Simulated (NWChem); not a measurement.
# HNO2 (nitrous acid): levels of theory compared

We compute a comparison of 3 runs (SVWN5/def2-TZVP, B3LYP/6-31G*, r2SCAN/def2-TZVP) of HNO2 (nitrous acid). 

The calculation is run with NWChem 7.3.0.

1 further run of the same task is left out (set aside as unsound or not needed). Runs told in other sessions of the task aren't counted.

## 1. The system as given

HNO2: 4 atoms, total charge 0, spin state singlet. As SMILES, `O=NO`. The coordinates come from a PBE0-D4/def2-TZVP relaxation.

Bond lengths: O1–N2 1.162 Å, N2–O3 1.397 Å, O3–H4 0.967 Å. Angles: O1–N2–O3 111.2°, N2–O3–H4 102.9°.

## 2. Energy and forces at SVWN5/def2-TZVP (run 1)

Contents of run.py:

```python
from ase import Atoms
from ase.calculators.nwchem import NWChem

molecule = Atoms(['O', 'N', 'O', 'H'], positions=[
    [0.413650, 0.047230, 1.437260],
    [0.320150, -0.419400, 0.377370],
    [-0.362650, 0.434660, -0.492650],
    [-0.371140, -0.062490, -1.321980],
])

calc = NWChem(
    label='sp',
    theory='dft',
    memory='2200 mb',
    basis='def2-TZVP',
    basispar='spherical bse',
    dft={'xc': 'slater vwn_5', 'mult': '1', 'grid': 'fine', 'convergence': 'energy 1e-08', 'iterations': '100', 'mulliken': None, 'print': 'low'},
)
molecule.calc = calc

forces = molecule.get_forces()
e = molecule.get_potential_energy()
print(f"E = {e:.6f} eV")
print("forces (eV/A):")
for s, f in zip(molecule.symbols, forces):
    print(f"{s:2s} {f[0]:10.5f} {f[1]:10.5f} {f[2]:10.5f}")
```

Command:

```
$ export ASE_NWCHEM_COMMAND="nwchem PREFIX.nwi > PREFIX.nwo"
$ python run.py
```

Output:

```text
E = -5559.594566 eV
forces (eV/A):
O     0.06423    0.19242    0.52147
N     0.12475   -0.42063   -0.26750
O    -0.19520    0.61742    0.35296
H     0.00622   -0.38916   -0.60688
```

The calculator wrote sp.nwi:

```
title "sp"

permanent_dir sp

scratch_dir sp

start sp

geometry units angstrom nocenter noautosym noautoz
  O  4.1365000000000002e-01 4.7230000000000001e-02 1.4372600000000000e+00
  N  3.2014999999999999e-01 -4.1940000000000000e-01 3.7736999999999998e-01
  O  -3.6264999999999997e-01 4.3465999999999999e-01 -4.9264999999999998e-01
  H  -3.7114000000000003e-01 -6.2489999999999997e-02 -1.3219799999999999e+00
end

memory 2200 mb

basis spherical bse noprint
   * library def2-TZVP
end

dft
  xc slater vwn_5
  mult 1
  grid fine
  convergence energy 1e-08
  iterations 100
  mulliken
  print low
end

task dft gradient
```

sp.nwo:

```text
Northwest Computational Chemistry Package (NWChem) 7.3.0
             --------------------------------------------------------

           Job information
           ---------------

    nwchem branch   = 7.3.0
    use scalapack   = T
    input           = sp.nwi
    prefix          = sp.
    data base       = sp/sp.db
    status          = startup
    nproc           =        1

           Memory information
           ------------------

    heap     =     72089600 doubles =      550.0 Mbytes
    stack    =     72089597 doubles =      550.0 Mbytes
    global   =    144179200 doubles =     1100.0 Mbytes (distinct from heap & stack)
    total    =    288358397 doubles =     2200.0 Mbytes
    verify   = yes
    hardfail = no

[... 36 lines left out ...]
            Nuclear Dipole moment (a.u.)
[... 61 lines left out ...]
   convergence    iter        energy       DeltaE   RMS-Dens  Diis-err    time
[... 13 lines left out ...]
         Total DFT energy =     -204.311333548966
      One electron energy =     -420.998330644045
           Coulomb energy =      168.912209755629
    Exchange-Corr. energy =      -22.779084877001
 Nuclear repulsion energy =       70.553872216452
[... 20 lines left out ...]
    Atom       Charge   Shell Charges
 -----------   ------   -------------------------------------------------------
    1 O    8     7.93   0.87  1.09  0.55  0.61  0.38  1.73  1.77  0.81  0.01  0.11  0.01
    2 N    7     7.19   0.88  1.07  0.52  0.51  0.34  1.25  1.39  0.63  0.03  0.48  0.07
    3 O    8     8.04   0.87  1.09  0.57  0.62  0.34  1.73  1.82  0.92  0.00  0.08  0.01
    4 H    1     0.84   0.25  0.31  0.13  0.15

                         DFT ENERGY GRADIENTS

    atom               coordinates                        gradient
                 x          y          z           x          y          z
   1 O       0.781685   0.089252   2.716028   -0.001249  -0.003742  -0.010141
   2 N       0.604996  -0.792551   0.713126   -0.002426   0.008180   0.005202
   3 O      -0.685309   0.821388  -0.930974    0.003796  -0.012007  -0.006864
   4 H      -0.701353  -0.118089  -2.498180   -0.000121   0.007568   0.011802

 Task  times  cpu:       24.4s     wall:       24.4s
 Total times  cpu:       24.4s     wall:       24.4s
```

It took 26 s on 1 thread of Intel Xeon Platinum 8259CL at 2.50GHz (Skylake/Cascade Lake), shared host; peak memory 0.13 GiB.

## 3. Energy and forces at B3LYP/6-31G(d) (spherical functions) (run 2)

Contents of hno2.nw:

```
start hno2
title "HNO2 B3LYP"
memory 2200 mb

geometry noautosym nocenter noautoz
  O     0.413650    0.047230    1.437260
  N     0.320150   -0.419400    0.377370
  O    -0.362650    0.434660   -0.492650
  H    -0.371140   -0.062490   -1.321980
end

basis spherical bse
  O library 6-31G*
  N library 6-31G*
  H library 6-31G*
end

dft
  xc b3lyp
  grid xfine
  convergence energy 1e-08
  maxiter 100
  mulliken
end

task dft gradient
```

Command:

```
$ nwchem hno2.nw > hno2.out
```

Output:

```text
[...]
          Wavefunction type:  closed shell.
          No. of atoms     :     4
          No. of electrons :    24
[...]
          Charge           :     0
          Spin multiplicity:     1
[...]
          AO basis - number of functions:    44
[...]
              XC Information
              --------------
                         B3LYP Method XC Potential
                     Hartree-Fock (Exact) Exchange  0.200
                        Slater Exchange Functional  0.800 local
                    Becke 1988 Exchange Functional  0.720 non-local
              Lee-Yang-Parr Correlation Functional  0.810
                  VWN I RPA Correlation Functional  0.190 local
[...]
 d= 0,ls=0.0,diis     1   -205.5740981961 -2.76D+02  2.92D-02  1.12D+00     1.3
[...]
 d= 0,ls=0.0,diis    10   -205.6893531725 -6.00D-09  1.20D-06  2.62D-09     8.8
         Total DFT energy =     -205.689353172547
      One electron energy =     -421.191205804147
           Coulomb energy =      169.309259108820
    Exchange-Corr. energy =      -24.361278693673
 Nuclear repulsion energy =       70.553872216452
[...]
      Total Density - Mulliken Population Analysis
     ---------------------------------------------
    Atom       Charge   Shell Charges
 -----------   ------   -------------------------------------------------------
    1 O    8     8.21   2.00  0.95  2.85  0.94  1.45  0.04
    2 N    7     6.73   2.00  0.90  2.19  0.79  0.75  0.11
    3 O    8     8.47   2.00  0.94  2.87  0.95  1.68  0.03
    4 H    1     0.58   0.47  0.11
[...]
  wavefunction    = closed shell
                         DFT ENERGY GRADIENTS
    atom               coordinates                        gradient
                 x          y          z           x          y          z
   1 O       0.781685   0.089252   2.716028   -0.002823  -0.015166  -0.033739
   2 N       0.604996  -0.792551   0.713126   -0.004912   0.025016   0.024163
   3 O      -0.685309   0.821388  -0.930974    0.007700  -0.014097   0.002613
   4 H      -0.701353  -0.118089  -2.498180    0.000036   0.004247   0.006964
[...]
```

It took 11 s on 1 thread of Intel Xeon Platinum 8259CL at 2.50GHz (Skylake/Cascade Lake), shared host; peak memory 0.12 GiB.

## 4. Energy and gradient at r2SCAN/def2-TZVP (run 3)

Changes to run.py since step 2:

```diff
@@ -11,3 +11,3 @@
 calc = NWChem(
-    label='sp',
+    label='a',
     theory='dft',
@@ -16,3 +16,3 @@
     basispar='spherical bse',
-    dft={'xc': 'slater vwn_5', 'mult': '1', 'grid': 'fine', 'convergence': 'energy 1e-08', 'iterations': '100', 'mulliken': None, 'print': 'low'},
+    dft={'xc': 'r2scan', 'mult': '1', 'grid': 'fine', 'convergence': 'energy 1e-08', 'iterations': '100', 'mulliken': None},
 )
@@ -26 +26,2 @@
     print(f"{s:2s} {f[0]:10.5f} {f[1]:10.5f} {f[2]:10.5f}")
+print("dipole (e A):", molecule.get_dipole_moment().round(4))
```

Command:

```
$ export ASE_NWCHEM_COMMAND="nwchem PREFIX.nwi > PREFIX.nwo"
$ python run.py
```

Output:

```text
E = -5597.342196 eV
forces (eV/A):
O     0.06927    0.30385    0.71775
N     0.38140   -0.86698   -0.14249
O    -0.45596    0.67332   -0.41498
H     0.00530   -0.11020   -0.16028
dipole (e A): [-0.0593 -0.1444 -0.428 ]
```

The calculator wrote a.nwi:

```
title "a"

permanent_dir a

scratch_dir a

start a

geometry units angstrom nocenter noautosym noautoz
  O  4.1365000000000002e-01 4.7230000000000001e-02 1.4372600000000000e+00
  N  3.2014999999999999e-01 -4.1940000000000000e-01 3.7736999999999998e-01
  O  -3.6264999999999997e-01 4.3465999999999999e-01 -4.9264999999999998e-01
  H  -3.7114000000000003e-01 -6.2489999999999997e-02 -1.3219799999999999e+00
end

memory 2200 mb

basis spherical bse noprint
   * library def2-TZVP
end

dft
  xc r2scan
  mult 1
  grid fine
  convergence energy 1e-08
  iterations 100
  mulliken
end

task dft gradient
```

a.nwo:

```text
Northwest Computational Chemistry Package (NWChem) 7.3.0
             --------------------------------------------------------

           Job information
           ---------------

    nwchem branch   = 7.3.0
    use scalapack   = T
    input           = a.nwi
    prefix          = a.
    data base       = a/a.db
    status          = startup
    nproc           =        1

           Memory information
           ------------------

    heap     =     72089600 doubles =      550.0 Mbytes
    stack    =     72089597 doubles =      550.0 Mbytes
    global   =    144179200 doubles =     1100.0 Mbytes (distinct from heap & stack)
    total    =    288358397 doubles =     2200.0 Mbytes
    verify   = yes
    hardfail = no

[... 91 lines left out ...]
  convergence criterion.
[... 37 lines left out ...]
          Spatial weights used:  Erf1
[... 75 lines left out ...]
         Total DFT energy =     -205.698533377434
[... 3 lines left out ...]
 Nuclear repulsion energy =       70.553872216452
[... 763 lines left out ...]
          Convergence on gradient requested:  5.00D-04
[... 24 lines left out ...]
          total energy or number of iterations.
[... 26 lines left out ...]
                         DFT ENERGY GRADIENTS

    atom               coordinates                        gradient
                 x          y          z           x          y          z
   1 O       0.781685   0.089252   2.716028   -0.001347  -0.005909  -0.013958
   2 N       0.604996  -0.792551   0.713126   -0.007417   0.016860   0.002771
   3 O      -0.685309   0.821388  -0.930974    0.008867  -0.013094   0.008070
   4 H      -0.701353  -0.118089  -2.498180   -0.000103   0.002143   0.003117

                 ----------------------------------------
                 |  Time  |  1-e(secs)   |  2-e(secs)   |
                 ----------------------------------------
                 |  CPU   |       0.01   |       6.86   |
                 ----------------------------------------
                 |  WALL  |       0.01   |       6.86   |
                 ----------------------------------------

 Task  times  cpu:       32.6s     wall:       32.6s
 Total times  cpu:       32.7s     wall:       32.7s
```

Run time: 34 s. Hardware: 1 thread of Intel Xeon Platinum 8259CL at 2.50GHz (Skylake/Cascade Lake), shared host; peak memory 0.13 GiB.

## 5. The series

```csv
run,level,integration grid,energy (Eh),largest force (eV/Å),wall time
1,SVWN5/def2-TZVP,fine,-204.311334,0.737,26 s
2,B3LYP/6-31G* (spherical functions),xfine,-205.689353,1.908,11 s
3,r2SCAN/def2-TZVP,fine,-205.698533,0.958,34 s
```

## 6. Outcome

| quantity | value |
| --- | --- |
| run 3: total energy | -205.69853 Eh |
| run 3: dipole moment | 2.19 D |
| run 3: HOMO energy | -6.76 eV |
| run 3: LUMO energy | -3.17 eV |
| run 3: HOMO–LUMO gap | 3.59 eV |
| run 3: largest force on an atom | 0.958 eV/Å |

What this shows: Totals of different functionals can't be ranked against each other. All runs together took 71 s, the longest 34 s.
